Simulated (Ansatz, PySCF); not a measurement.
This PySCF input computes a CCSD(T)/cc-pVDZ energy:

```python
from pyscf import gto, scf, mp, cc as ccmod

mol = gto.M(
    atom='''
    N    -0.00181269    0.00359022    1.22722463
    C     0.00162323    1.08102868    0.39732440
    C    -0.00280630   -1.07868549    0.40363605
    C     0.00285416    0.70543113   -0.95100856
    C    -0.00005088   -0.71098333   -0.94686916
    H     0.00308933    2.08907821    0.79989107
    H    -0.00547032   -2.08436240    0.81208774
    H     0.00547332    1.35944646   -1.81451217
    H    -0.00012480   -1.37003976   -1.80653539
    ''',
    basis='cc-pvdz',
    charge=-1,
    spin=0,
    verbose=4,
)

mf = scf.RHF(mol)
mf.conv_tol = 1e-10
mf.max_cycle = 100
mf.kernel()
mp2 = mp.MP2(mf, frozen=5).run()
cc = ccmod.CCSD(mf, frozen=5)
cc.max_cycle = 100
cc.kernel()
et = cc.ccsd_t()
print(f'E(CCSD(T)) = {cc.e_tot + et:.9f}')
```

### Question
Write an input for the same energy in Ansatz (a program for electronic structure) and say what it gives.

### Answer

Ansatz 0.2 input:
```yaml
crystal:
  periodic: [false, false, false]
  atoms:
    - {symbol: N, position_ang: [-0.00181269, 0.00359022, 1.22722463]}
    - {symbol: C, position_ang: [0.00162323, 1.08102868, 0.39732440]}
    - {symbol: C, position_ang: [-0.00280630, -1.07868549, 0.40363605]}
    - {symbol: C, position_ang: [0.00285416, 0.70543113, -0.95100856]}
    - {symbol: C, position_ang: [-0.00005088, -0.71098333, -0.94686916]}
    - {symbol: H, position_ang: [0.00308933, 2.08907821, 0.79989107]}
    - {symbol: H, position_ang: [-0.00547032, -2.08436240, 0.81208774]}
    - {symbol: H, position_ang: [0.00547332, 1.35944646, -1.81451217]}
    - {symbol: H, position_ang: [-0.00012480, -1.37003976, -1.80653539]}
basis:
  gaussian:
    orbitals: cc-pVDZ
total_charge: -1
magnetization: {spin_polarized: false}
correlation: {method: ccsd_t, electrons: outside_noble_gas}
```
It gives -208.98372 Eh, and PySCF -208.98372 Eh, a difference of 0.00 mEh.

It need not be the lowest isomer of its formula. Whether it binds its extra electron was not tested at this geometry.
